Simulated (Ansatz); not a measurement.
The cluster Na2Cl⁺, relaxed as a singlet with RKS PBE0-D4/def2-TZVP in Ansatz, starting from the PBE0-D4/def2-TZVP geometry of the neutral doublet. Force threshold 0.02 eV/Å.

The structure comes from a short search, and lower isomers may exist.

Start:

Cartesian coordinates in Å:
```
Na -1.102 1.128 -0.748
Na 1.570 0.075 0.758
Cl -0.469 -1.203 -0.010
```

| step | energy (eV) | largest force component (eV/Å) | SCF passes |
| --- | --- | --- | --- |
| 1 | -21343.2447 | 0.827 | 23 |
| 2 | -21343.5514 | 0.602 | 28 |
| 3 | -21343.7777 | 0.274 | 29 |
| 4 | -21343.9056 | 0.280 | 24 |
| 5 | -21343.9902 | 0.192 | 24 |
| 6 | -21344.0341 | 0.087 | 24 |
| 7 | -21344.0559 | 0.042 | 24 |
| 8 | -21344.0629 | 0.012 | 23 |
| 9 | -21344.0635 | 0.011 | 24 |

Force components are those of the run's own axes.

End:

| atom | x (Å) | y (Å) | z (Å) |
| --- | --- | --- | --- |
| Na1 | -2.033 | 0.800 | -1.146 |
| Na2 | 2.032 | -0.803 | 1.146 |
| Cl3 | 0.001 | 0.003 | 0.000 |

By distances, no bond broke or formed, bridged metal pairs apart. The bond that changes most is Na2–Cl3, from 2.53 to 2.47 Å (atoms count from 1). Metal–metal contacts that move far: Na1–Na2 3.24 to 4.93 Å.

The force fell under the threshold at step 8, but the optimiser went on. No frequencies were taken in this run, so the end may be a saddle point.

Hardware: 4 threads of Arm Neoverse V1 on a shared host. Wall time 9 s.
